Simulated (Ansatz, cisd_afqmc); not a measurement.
System: HO, charge 0, doublet. HO (SMILES [OH], doublet).
HTBH set geometry:
```xyz
2

O      0.0000     0.0000    -0.1077
H      0.0000     0.0000     0.8612
```
Charge 0, spin multiplicity 2.

Total energies in aug-cc-pVDZ, 7 correlated electrons, 1 frozen orbitals. UHF or UKS for unpaired electrons; spin-orbit terms are left out. Cores are frozen in correlated methods. No relativity. The Monte Carlo rows (phaseless AFQMC, CISD trial, step 0.005/hartree) carry one-sigma bars that omit the constraint's bias. Outlying blocks are dropped, and bars are widened where a walk drifts. Over all cases where full CI ran beside it in this data, AFQMC minus full CI had a median of +0.1 mEh and passed +0.4 mEh in a tenth of the cases. Full CI freezes restricted core orbitals and the other rows unrestricted ones, which leaves a small offset even where coupled cluster is exact.

```tsv
method	program	energy (Eh)	error against FCI (mEh)
HF	Ansatz	-75.40368	180.88
MP2	Ansatz	-75.56553	19.02
CCSD	Ansatz	-75.58062	3.93
CCSD(T)	Ansatz	-75.58398	0.58
CCSDT(Q)	Ansatz	-75.58459	-0.03
CCSDTQ	Ansatz	-75.58458	-0.03
AFQMC/CISD	cisd_afqmc	-75.5844 ± 0.0002	0.1 ± 0.2
FCI	Ansatz	-75.58456	0.00
```

Rough core times of Ansatz's runs on a shared machine: CCSD(T) under 20 s, CCSDT(Q) under 20 s, CCSDTQ 3 min, FCI 7 min.

Ansatz is an electronic-structure program.
